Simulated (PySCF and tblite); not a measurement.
Results of a calculation; reference values are marked as such.
Molecule: C₃H₇N, numbered as in [CH2:1]1[CH2:2][NH:3][CH2:4]1; H named by carrier, a and b as here (out-of-plane angle 28°, Å):

```
C1       0.742   -0.625    0.065
C2       0.573    0.903    0.075
N3      -0.794    0.715   -0.366
C4      -0.782   -0.712   -0.120
H1a      1.304   -0.993   -0.789
H1b      1.134   -1.065    0.978
H2a      1.180    1.468   -0.638
H2b      0.694    1.347    1.074
H3      -1.557    1.325   -0.120
H4a     -1.311   -1.045    0.784
H4b     -1.139   -1.298   -0.973
```

The mean out-of-plane torsion at N3 (0° is planar) is held and the rest relaxed at GFN2-xTB. Energies: PBE0/pcSseg-1 + D3(BJ), IEF-PCM acetone. Couplings: B3LYP/6-31G* with H pcJ-1 N pcJ-1 C pcJ-1, gas phase, for ¹H, ¹³C, ¹⁵N. Programs: tblite and PySCF.

One held structure gave ¹J(N3,H3) = -68.3, ¹J(C4,H4a) = 138.7, ¹J(C2,H2b) = 138.7, ¹J(C2,H2a) = 151.4, ¹J(C4,H4b) = 151.4, ³J(H3,H4a) = 9.7, ³J(H2a,H3) = 2.3, ³J(H2b,H3) = 9.7 Hz.

(1) At which out-of-plane angle was it held?
A. 46°
B. -28°
C. 0°
D. 14°
E. -46°
F. 28°
G. -14°
H. -37°
I. 37°

Results:

(1) I. It lies 0.09 kcal/mol above the lowest point.
